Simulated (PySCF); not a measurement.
# Simulated absorption spectrum

HCN.
SMILES with atom numbers: `[CH:1]#[N:2]` (hydrogens: H3 on C1)

Computed with PySCF 2.14.0, density-fitted response routines, TDDFT CAM-B3LYP/aug-cc-pVTZ, vertical, gas phase, core orbitals frozen in the response. Isolated species at its PBE0-D3(BJ)/def2-TZVP geometry, gas phase.

Each state is given a Gaussian of 0.25 eV full width at half maximum, with ε(max) = 2.175×10⁸ f / Δν̃ (Δν̃ the width in cm⁻¹). The width is an assumption, not a result. The curve ends short of the highest state used, and states not computed would add to its high-energy end.

| E (eV) | ε (L mol⁻¹ cm⁻¹) |
| --- | --- |
| 7.35 | 0 |
| 7.39 | 0 |
| 7.43 | 0 |
| 7.48 | 0 |
| 7.52 | 0 |
| 7.57 | 0 |
| 7.61 | 0 |
| 7.65 | 0 |
| 7.70 | 0 |
| 7.74 | 0 |
| 7.78 | 0 |
| 7.83 | 0 |
| 7.87 | 0 |
| 7.91 | 0 |
| 7.96 | 0 |
| 8.00 | 0 |
| 8.04 | 0 |
| 8.09 | 0 |
| 8.13 | 0 |
| 8.18 | 0 |
| 8.22 | 0 |
| 8.26 | 0 |
| 8.31 | 0 |
| 8.35 | 0 |
| 8.39 | 0 |
| 8.44 | 0 |
| 8.48 | 0 |
| 8.52 | 0 |
| 8.57 | 0 |
| 8.61 | 0 |
| 8.65 | 0 |
| 8.70 | 0 |
| 8.74 | 0 |
| 8.78 | 0 |
| 8.83 | 1 |
| 8.87 | 4 |
| 8.92 | 20 |
| 8.96 | 62 |
| 9.00 | 165 |
| 9.05 | 463 |
| 9.09 | 902 |
| 9.13 | 1532 |
| 9.18 | 2470 |
| 9.22 | 3174 |
| 9.26 | 3731 |
| 9.31 | 4295 |
| 9.35 | 4818 |
| 9.39 | 5473 |
| 9.44 | 6205 |
| 9.48 | 6319 |
| 9.53 | 5540 |
| 9.57 | 4324 |
| 9.61 | 2960 |
| 9.66 | 1596 |
| 9.70 | 1053 |
| 9.74 | 1145 |

Task: Where are the band maxima, and which computed states make them?

Result: 131 nm (9.47 eV), ε about 6300, made up of S6 (47%) and S7 (47%) (ε in L mol⁻¹ cm⁻¹; maxima over ε = 5, shares over 10%). At its high-energy end, 9.74 eV, the curve is still rising (ε about 1100, from S6, S7, S8 and S9). The states used: S1 7.72 eV (f 0.0000); S2 8.06 eV (f 0.0000); S3 8.06 eV (f 0.0000); S4 9.26 eV (f 0.014); S5 9.26 eV (f 0.014); S6 9.48 eV (f 0.028); S7 9.48 eV (f 0.028); S8 10.00 eV (f 0.069); S9 10.00 eV (f 0.069); S10 10.34 eV (f 0.044).

Task: Coming from long wavelengths, where does ε first pass 100 L mol⁻¹ cm⁻¹?

Result: At about 138 nm (8.98 eV), 1.26 eV above S1.

Task: What would ε be at 9.47 eV, the highest of these maxima, with half the width (0.125 eV)?

Result: About 11600 L mol⁻¹ cm⁻¹ against 6350, a factor of about 1.8; a lone state at its own centre would give exactly 2.
